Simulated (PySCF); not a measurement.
Which level of theory gave which numbers?

Species: BH2Cl.
Cartesian coordinates in Å at the PBE0-D3(BJ)/def2-TZVP level; atoms count from 1:
```xyz
4
BClH2 angstrom
B      0.621    0.303    0.138
Cl     2.308    0.332   -0.260
H     -0.033    1.258   -0.137
H      0.188   -0.669    0.670
```

The closed-shell ground state was solved 3 times with PySCF (density fitting, gas phase), always in the aug-cc-pVTZ basis (142 functions), with these functionals: CAM-B3LYP, PBE0 and wB97X-D. Geometry: PBE0-D3(BJ)/def2-TZVP; no solvent, vibrations or thermal averaging.

```json
{"row": "P", "total energy (Eh)": "-486.2894", "HOMO (eV)": "-10.09", "LUMO (eV)": "-0.77", "dipole (D)": "0.66"}
{"row": "Q", "total energy (Eh)": "-486.1023", "HOMO (eV)": "-8.68", "LUMO (eV)": "-1.86", "dipole (D)": "0.60"}
{"row": "R", "total energy (Eh)": "-486.2869", "HOMO (eV)": "-10.58", "LUMO (eV)": "0.02", "dipole (D)": "0.66"}
```

**Question.** Which functional belongs to which row?

**Answer.** P = CAM-B3LYP, Q = PBE0, R = wB97X-D. By rising HOMO–LUMO gap: PBE0 (global hybrid, 25 % exact exchange) 6.82 eV; CAM-B3LYP (range-separated hybrid) 9.32 eV; wB97X-D (range-separated hybrid) 10.60 eV. Total energies of different functionals aren't bounds to one another; each is stationary for its own functional.

wB97X-D is run here without its empirical dispersion term; that term would change no orbital, density or response property at a fixed geometry.
